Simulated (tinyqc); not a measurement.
Inside a calculation. Method: Pariser-Parr-Pople SCF with singles CI, for the molecule C=C1C=C1 (SMILES; centres numbered as the heavy atoms are written). One step of it, computed by the program tinyqc.

Task: Iteration 2: orbitals and new P. Diagonalise F (the basis is taken as orthonormal) and form P = 2 sum c c over the lowest orbitals.

F (eV):
```
,1C,2C,3C,4C
1C,-5.089761,-5.799733,0.730436,0.730436
2C,-5.799733,-5.959242,-3.429621,-3.429621
3C,0.730436,-3.429621,-5.416974,-5.816757
4C,0.730436,-3.429621,-5.816757,-5.416974
```

pi electrons, sum of z_r less the charge = 4

Give: orbital energies; P after iteration 2.

Result:

orbital energies (eV): -14.7301  -9.1881  0.3998  1.6355

P after iteration 2:
```
,1C,2C,3C,4C
1C,1.1621,0.8993,-0.2872,-0.2872
2C,0.8993,1.0348,0.3083,0.3083
3C,-0.2872,0.3083,0.9015,0.9015
4C,-0.2872,0.3083,0.9015,0.9015
```
